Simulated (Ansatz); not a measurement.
`[CH3][Mg][OH]` + HCl → `[CH3][Mg][Cl]` + H₂O at 400 K and 1 bar (ligand exchange at a Mg–O bond).

Gas-phase electronic energies from Ansatz, PBE0-D4/def2-TZVP geometries. CCSD(T)/CBS is the MP2 limit (def2-TZVPP, def2-QZVPP) plus CCSD(T) − MP2 in def2-TZVPP, frozen cores. This one scheme is used for every species. For Mg outer-core shells are correlated without core-valence functions, which leaves a few kJ/mol of doubt a bond. One conformer a species, not always the lowest.

```
        species  CCSD(T)/CBS energy (Eh)  H − E (kJ/mol)  S (J/(mol·K))
`[CH3][Mg][OH]`               -315.57215           149.7          332.9
            HCl               -460.38127            29.6          195.4
`[CH3][Mg][Cl]`               -699.60606           117.5          311.7
            H₂O                -76.37941            69.8          198.6
```

H − E and S are ideal-gas, rigid-rotor, harmonic terms from PBE0-D4/def2-TZVP, for one conformer and one mirror image of each species. 1 Eh = 2625.50 kJ/mol, R = 8.31446 J/(mol·K).

Question: By hand: ΔE, ΔH, ΔS and ΔG.

Answer: ΔE = (-699.60606) + (-76.37941) − (-315.57215) − (-460.38127) = -0.03205 Eh = -84.1 kJ/mol. Δ(H − E) = 117.5 + 69.8 − 149.7 − 29.6 = 8.0, so ΔH = -76.1 kJ/mol. ΔS = 311.7 + 198.6 − 332.9 − 195.4 = -18.0 J/(mol·K). ΔG = -76.1 − 400 × (-18.0)/1000 = -68.9 kJ/mol.

Question: By hand: the equilibrium constant, and the temperature at which ΔG would vanish if ΔH and ΔS stayed fixed.

Answer: log₁₀ K = −ΔG/(RT ln 10) = 9.0. ΔG = 0 at ΔH/ΔS = 4228 K, far beyond where these terms or the molecules hold.

ΔH outweighs TΔS. A doubt of 5 kJ/mol in ΔE shifts log₁₀ K by 0.7 here. Other conformers and mirror images would add mixing entropy, several J/(mol·K) or more a flexible species. These are equilibria of isolated gas molecules and say nothing of rates. Largest T1 diagnostic: 0.010 (customary marks: 0.02 for closed shells, 0.045 for open ones).
